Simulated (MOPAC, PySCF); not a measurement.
C₂H₆O, SMILES `COC`, neutral singlet in the gas phase. 

Z-matrix (Å, degrees):
```
O
C 1 1.4041
C 1 1.4041 2 112.55
H 2 1.1077 1 107.94 3 -180.00
H 3 1.1077 1 107.94 2 -180.00
H 2 1.1193 4 108.39 1 121.92
H 2 1.1193 4 108.39 6 116.16
H 3 1.1193 5 108.39 1 -121.92
H 3 1.1193 5 108.39 8 -116.16
```
Charge 0, spin multiplicity 1.

All levels are single points at this geometry (PBE-D3(BJ)/def2-SVP); Pople sets use spherical d functions. Orbital energies aren't observables, and empty levels follow the basis.

```
level                          HOMO (eV)  LUMO (eV)  gap (eV)  dipole (D)  vertical IE, Delta-SCF (eV)
-----------------------------  ---------  ---------  --------  ----------  ---------------------------
PBE-D3(BJ)/def2-TZVP in PySCF      -5.86       0.52      6.38        1.10                         9.72
B3LYP/6-31G* in PySCF              -6.89       2.48      9.37        1.22                         9.80
BP86/6-31G* in PySCF               -5.62       1.74      7.36        1.13                            –
M06-2X/6-31G* in PySCF             -8.80       3.64     12.44        1.30                            –
PBE/6-31G* in PySCF                -5.49       1.82      7.31        1.12                         9.55
SVWN5/6-31G* in PySCF              -5.54       1.56      7.10        1.17                         9.66
HF/3-21G in PySCF                 -11.15       7.06     18.21        1.76                            –
HF/6-31G* in PySCF                -11.40       6.31     17.71        1.50                         8.91
HF/STO-3G in PySCF                 -9.09      15.63     24.72        1.25                            –
AM1 in MOPAC                      -10.59       3.19     13.79        1.41                            –
PM3 in MOPAC                      -10.67       3.05     13.72        1.25                            –
PM6 in MOPAC                       -9.68       2.45     12.13        1.92                            –
PM7 in MOPAC                       -9.86       2.54     12.40        1.75                            –
```
